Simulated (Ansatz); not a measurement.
PH$_{2}$⁺, quintet in cc-pVTZ: errors against UCCSDT(Q)

Geometry: that of the PH2⁺, triplet, kept fixed. The triplet lies 9.0 eV lower here.

```xyz
3

P     0.0000   -0.0418    0.0000
H     0.0000    0.6425   -1.2397
H     0.0000    0.6425    1.2397
```

Basis cc-pVTZ; Ansatz 0.2.0. Only valence electrons are correlated (noble-gas cores frozen), which leaves 6 electrons in 57 orbitals. Prefix R: restricted or restricted open-shell reference; prefix U: unrestricted. Active spaces: valence = (6e, 6o) chosen from the atoms' valence shells.

Full CI isn't at hand for all of this; UCCSDT(Q) serves as the reference, and is uncertain by about the last step of the cluster series. The frozen core follows each run's orbitals, which can shift R against U totals by a few meV.

For open shells CISD is restricted-active-space CI with the open shells as a complete middle space.

The UHF ⟨S²⟩ is 6.004 and the T1 diagnostic (RCCSD) is 0.0180. The largest doubles amplitude (RCCSD) is 0.084 and the T1 diagnostic (UCCSD) is 0.0164.

| level | E − E(RHF) (eV) |
| --- | --- |
| UHF | -0.0808 |
| RMP2 | -2.5260 |
| UMP2 | -2.5099 |
| RCCSD | -3.0825 |
| UCCSD | -3.0852 |
| RCCSD(T) | -3.1967 |
| UCCSD(T) | -3.1984 |

(1) Estimate how far UCCSDT(Q) in cc-pVTZ lies from RCCSD(T). The table doesn't fix it; the size of (T) and the diagnostics are the guide.

(1) UCCSDT(Q) in cc-pVTZ lies 30 meV below RCCSD(T), which is 27 % of the (T) step (-114 meV). The diagnostics give no warning, yet the rest is a sizeable part of (T).

The other levels:

```tsv
level	E − E(UCCSDT(Q)) (meV)	share of correlation (%)	wall time
CISD	128	96.03	2.6 s
BCCD(T)	31	99.04	2.2 s
RCCSDT	7	99.80	–
UCCSDT	5	99.86	–
RCCSDT(Q)	2	99.94	21 s
CASSCF (valence space)	2678	17.01	–
NEVPT2 (valence space)	619	80.82	0.88 s
MRCISD (valence space)	156	95.17	–
MRCISD+Q (valence space)	19	99.40	2.6 s
```

The correlation energy at UCCSDT(Q), counted from RHF, is -3.227 eV. That run took 22 s on 1 thread of Arm Neoverse V1, shared host.

Times hold each run's SCF and search for its determinant on a shared host, so for small cases they say little of a method's own cost; they ran on 1 thread of Arm Neoverse V1.

Natural occupations of CASSCF (valence space) about the gap: 1.962 1.024 1.000 0.999 0.975 0.039; effectively unpaired electrons, Σ n²(2−n)², 4.01.
